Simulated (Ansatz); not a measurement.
# Forces on a displaced structure

C2H3NO (SMILES COC#N), closed shell, displaced at random from a GFN2-xTB minimum.

C1  (-0.331, 0.672, -0.382)
O2  (0.655, -0.340, -0.414)
C3  (0.708, -1.183, 0.534)
N4  (0.750, -1.950, 1.375)
H5  (-0.908, 0.636, -1.283)
H6  (-1.015, 0.555, 0.493)
H7  (0.135, 1.651, -0.299)
(Å)

Ansatz 0.2.0; basis: def2-TZVPP; cores frozen in the correlated methods.

CCSD(T) forces from the calculation:
```csv
atom,Fx,Fy,Fz (eV/Å)
C1,-1.266,0.844,1.454
O2,0.877,0.217,-1.316
C3,-0.410,1.614,-1.429
N4,0.216,-2.331,2.514
H5,-0.234,-0.193,-0.564
H6,0.539,-0.099,-0.632
H7,0.278,-0.052,-0.027
```

Task: Which atom feels the largest CCSD(T) force, and how large is it?

Result: N4, 3.43 eV/Å, along (0.06, -0.68, 0.73).

Root-mean-square difference of the force components from those of CCSD(T): PBE0-D4 0.367; wB97M-V 0.443; r2SCAN-D4 0.217; PBE-D4 0.195; wB97X-V 0.390; LC-wPBE 0.565 eV/Å.

The T1 diagnostic stays at or below 0.014. These are differences at one structure, and CCSD(T) in triple zeta is itself an approximation.

For scale, one of the runs: CCSD(T)/def2-TZVPP forces, 166 basis functions (an equivalent command: `ansatz run in.yaml --threads 4`). Hardware: 4 CPU threads, shared host. Wall time 68 s; peak host memory 2.8 GiB.
